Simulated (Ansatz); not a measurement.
# SiP₂H (doublet): from Hartree-Fock to the top rungs at a displaced geometry (v2), cc-pVDZ

The task here is to estimate one member of a computed series from the others.

The runs use Ansatz 0.2.0, Gaussian basis; cc-pVDZ, core rule «outside noble gas», up to 15 orbitals frozen.

Plan: UHF; CCSD(T) on ROHF; CCSD(T) on UHF; BCCD(T) on ROHF; CISD; CCSDT(Q) on ROHF; CCSDT(Q) on UHF.

13 further runs of the same task are left out: 4 that didn't finish, 9 set aside as unsound or not needed.

**What is computed**

The geometry is a PBE0/def2-TZVP stationary point (not a proven minimum) with its atoms shifted at random (size 0.100 Å).

4 atoms, charge 0, spin multiplicity 2.

Atoms are counted from 1 here; the program's logs count them from 0.

Bond lengths: P1–Si2 2.095 Å, P1–H4 1.350 Å, Si2–P3 2.023 Å. Angles: Si2–P1–H4 88.0°, P1–Si2–P3 171.3°.

The first run:

Contents of in.yaml:

```yaml
crystal:
  periodic: [false, false, false]
  atoms:
    - {symbol: P, position_ang: [0.064562, -0.386815, 1.537130]}
    - {symbol: Si, position_ang: [-0.100277, -0.254029, -0.546859]}
    - {symbol: P, position_ang: [-0.023693, -0.321962, -2.567014]}
    - {symbol: H, position_ang: [0.059408, 0.962806, 1.576743]}
basis:
  gaussian: {orbitals: cc-pVDZ}
magnetization: {spin_polarized: true, initial_magnetization: 1}
hamiltonian: {xc: hf}
output: {orbitals: {seedname: orbitals}}
```

Run with:

```
> ansatz run in.yaml --threads 1 --pin off --events-out ev --progress --plain --max-ram 2393MiB
```

Steps of the session up to this table: UHF; CCSD(T) on ROHF; CCSD(T) on UHF; BCCD(T) on ROHF; CISD; CCSDT(Q) on ROHF; CCSDT(Q) on UHF.

One of the session's tables, all rows but one given; the rest of the session is left out.

```
   method  from RCCSDT(Q) (kJ/mol)
     ROHF                   +965.8
      UHF                   +923.1
     RMP2                   +173.8
     UMP2                   +207.2
     CISD                   +193.8
    RCCSD                    +63.5
    UCCSD                    +60.8
 RCCSD(T)                        ?
 UCCSD(T)                    +14.2
  BCCD(T)                    +10.7
   RCCSDT                     +5.7
   UCCSDT                     +5.4
RCCSDT(Q)                        0
UCCSDT(Q)                     -0.4
```

**Question.** Estimate the row for RCCSD(T).

**Answer.** from RCCSDT(Q) (kJ/mol): +11.7. In the column «from RCCSDT(Q) (kJ/mol)» it lies between BCCD(T) (+10.7) and UCCSD(T) (+14.2).

Limits of these values: The determinant is far from a pure spin state, so its energy mixes those of several spin states (harmless only where they are near-degenerate, as at dissociation). Warnings: spin contamination; large T1 diagnostic. Restricted and unrestricted rows rest on different reference determinants; where their highest levels disagree by more than a few hundredths of an eV, they describe different states and don't form one ladder.
